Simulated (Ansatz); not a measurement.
## GaH₂, doublet: bend scan

Starting geometry (PBE0/def2-TZVP stationary point for this spin, not checked as a minimum):

```yaml
atoms:
  - { symbol: Ga, position_ang: [0.0000, -0.0222, 0.0000] }
  - { symbol: H, position_ang: [0.0000, 0.7688, -1.3831] }
  - { symbol: H, position_ang: [0.0000, 0.7688, 1.3831] }
```

From there the angle named below is changed in its plane at fixed bond lengths, both arms turning rigidly about the middle atom; atoms are numbered as listed. Energies are in kcal/mol, counted from the starting geometry at the same level. Kohn–Sham curves are unrestricted where that lies lower.

Basis aug-cc-pVDZ; Ansatz 0.2.0. Only valence electrons are correlated (noble-gas cores and the filled d shells of p-block atoms frozen). No spin–orbit coupling is included, and no scalar relativity.

Full CI is exact within this basis and frozen core; it isn't the basis-set limit.

```tsv
angle H2-Ga1-H3 (°)	r2SCAN
70.6	27.7
84.4	13.4
101.7	3.3
120.5	0.0
123.2	0.1
143.2	4.3
156.3	10.0
180.0	18.4
```

Task: Estimate the full CI curve in aug-cc-pVDZ from this one, knowing how r2SCAN errs.

Result: The computed full CI values, in kcal/mol from the starting point, and the error of r2SCAN against them:
```
angle H2-Ga1-H3 (°)  full CI  r2SCAN less full CI
               70.6     27.7                  0.1
               84.4     13.4                  0.0
              101.7      3.3                  0.0
              120.5      0.0                  0.0
              123.2      0.1                  0.0
              143.2      4.3                  0.0
              156.3     10.2                 -0.2
              180.0     20.0                 -1.5
```

The error spans 1.6 kcal/mol and is largest, -1.5 kcal/mol, at 180.0 °.

In so small a basis the reference is far from its limit while semilocal and hybrid functionals are nearer theirs, so the functionals' errors here hold much of the reference's basis and frozen-core error, which can add to them or hide them.
